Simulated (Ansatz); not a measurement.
Input file:

```yaml
crystal:
  periodic: [false, false, false]
  atoms:
    - {symbol: Al, position_ang: [-1.037253, 0.000000, 0.000000]}
    - {symbol: H, position_ang: [-1.830177, 1.373384, 0.000000]}
    - {symbol: H, position_ang: [-1.830177, -1.373384, 0.000000]}
    - {symbol: H, position_ang: [0.826747, 0.000000, 0.000000]}
    - {symbol: O, position_ang: [1.927747, 0.000000, 0.000000]}
basis:
  gaussian: {orbitals: cc-pVDZ}
magnetization: {spin_polarized: false, initial_magnetization: 2}
correlation: {method: ccsdt_q, electrons: outside_noble_gas}
```

```sh
$ ansatz run in.yaml --threads 1 --pin off --events-out ev --progress --plain --max-ram 2393MiB
```

The program prints:

```
826 factors; integrals over basis functions are off by at most 2.4e-7 eV
mean field evaluation 1: about -8648.3026 eV, gradient 5.0e1 eV
mean field evaluation 2: about -8648.3204 eV, gradient 5.0e1 eV
mean field evaluation 4: about -8652.2386 eV, gradient 3.4e1 eV
mean field evaluation 8: about -8663.3485 eV, gradient 7.1e0 eV
mean field evaluation 16: about -8663.6023 eV, gradient 1.3e-3 eV
mean field evaluation 32: about -8663.5355 eV, gradient 2.5e0 eV
mean field evaluation 64: about -8663.4906 eV, gradient 5.2e0 eV
mean field evaluation 96: about -8663.5951 eV, gradient 4.9e-4 eV
mean field evaluation 128: about -8656.8176 eV, gradient 1.0e0 eV
mean field evaluation 160: about -8663.6023 eV, gradient 3.5e-2 eV
...
cycle  12  -7.15613066 eV  change    8.4e-6 eV  update   9.1e-5
cycle  13  -7.15612437 eV  change    6.3e-6 eV  update   5.1e-5
cycle  14  -7.15610860 eV  change    1.6e-5 eV  update   2.8e-5
cycle  15  -7.15612795 eV  change   -1.9e-5 eV  update   1.7e-5
cycle  16  -7.15614095 eV  change   -1.3e-5 eV  update   9.7e-6
cycle  17  -7.15614472 eV  change   -3.8e-6 eV  update   5.8e-6
cycle  18  -7.15614461 eV  change    1.2e-7 eV  update   4.0e-6
cycle  19  -7.15614324 eV  change    1.4e-6 eV  update   2.7e-6
cycle  20  -7.15614185 eV  change    1.4e-6 eV  update   1.8e-6
cycle  21  -7.15614147 eV  change    3.8e-7 eV  update   1.1e-6
perturbative correction -0.01019467 eV, -0.0003746473 hartree
Total energy: -8670.76862490 eV, -318.6448697070 hartree
```

For the same geometry and basis UCCSDT(Q) lies 1.3 meV lower.

Ran on 1 thread of AMD EPYC 9R45, shared host: 25 s wall, 0.74 GiB peak host memory.
